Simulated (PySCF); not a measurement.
Difluoroborane, BF2H, SMILES FBF, point group C2v.

Level: PBE0/pcSseg-2 in PySCF (density fitting, grid level 2); geometry and Hessian at that level, cubic constants and property derivatives from steps of ±0.6 along each species' dimensionless normal coordinates, second-order vibrational perturbation theory. The parent has the commonest isotopes.

Equilibrium geometry (Å):

```csv
atom,x,y,z
F1,-0.7167,-1.0620,-0.0534
B2,0.0495,0.0015,-0.0218
F3,-0.5265,1.1792,-0.0323
H4,1.2347,-0.0996,0.0161
```

Species: ¹⁰B at 2. Output of the displacement run:

```
mode    cm-1    km/mol   phi_rrr   E(+)/cm-1  E(-)/cm-1
  1    545.64    21.65      43.0      99.86      96.77
  2    940.68    75.83      -1.4     169.91     171.53
  3   1091.88     0.14      -0.3     197.57     196.76
  4   1209.62   131.45     200.7     225.00     210.55
  5   1481.83   437.09      -2.2     267.00     267.34
  6   2702.43   107.57   -1570.3     434.59     547.24
```

For the shielding of F3 (σe = 236.38 ppm):

```tsv
mode	ω (cm⁻¹)	Σr φrrs (cm⁻¹)	∂σ/∂q	∂²σ/∂q²
1	546	115	0.574	-1.988
2	941	-3	0.013	-6.106
3	1092	-3	13.451	-4.181
4	1210	667	8.394	-1.816
5	1482	-7	-5.458	-1.918
6	2702	-728	-0.827	0.038
```

Work out the zero-point average of this shielding.

With ⟨qs⟩ = −Σr φrrs/(4ωs) and ⟨qs²⟩ = 1/2: the mean displacements are -0.053, 0.001, 0.001, -0.138, 0.001, 0.067. The anharmonic term Σ (∂σ/∂q)⟨q⟩ is -1.25 ppm, the harmonic term ¼ Σ ∂²σ/∂q² is -3.99 ppm, so ⟨σ⟩ = 231.14 ppm.
